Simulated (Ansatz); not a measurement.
## HSiN, singlet: the ladder up to full CI

Geometry: a point of a stretch scan, not a stationary point.

```xyz
3

Si    0.0000    0.0000   -0.1814
N     0.0000    0.0000   -1.7383
H     0.0000    0.0000    1.9196
```

Basis 6-31G; Ansatz 0.2.0. Only valence electrons are correlated (noble-gas cores frozen), which leaves 10 electrons in 18 orbitals. Prefix R: restricted or restricted open-shell reference. Active spaces: valence = (10e, 9o) chosen from the atoms' valence shells; pair = (2e, 2o) about the gap.

Full CI is exact within this basis and frozen core; it isn't the basis-set limit.

```
UHF ⟨S²⟩                            : 1.523
⟨S²⟩ of the determinant under UCCSD : 1.116
T1 diagnostic (RCCSD)               : 0.0389
largest doubles amplitude (RCCSD)   : 0.203
```

**Question.** From what is known of these methods and the diagnostics, rank them by the size of their error in total energy against full CI in 6-31G, smallest first (an estimate: the text doesn't fix the numbers).
A. MRCISD (pair space)
B. CISDTQ
C. CISD
D. MRCISD+Q (pair space)
E. NEVPT2 (valence space)

**Answer.** B (160 meV), D (281 meV), E (370 meV), A (1096 meV), C (1302 meV).

All errors are against full CI in 6-31G. Within each family the higher level lies nearer, as is usual though not guaranteed.

The full-CI state has the irrep A1 of C2v, in the program's axes (one component, if the state is degenerate).

Natural occupations of full CI about the gap: 1.981 1.924 1.880 1.880 1.806 0.226 0.118 0.118 0.026 0.012; effectively unpaired electrons, Σ n²(2−n)², 0.51.
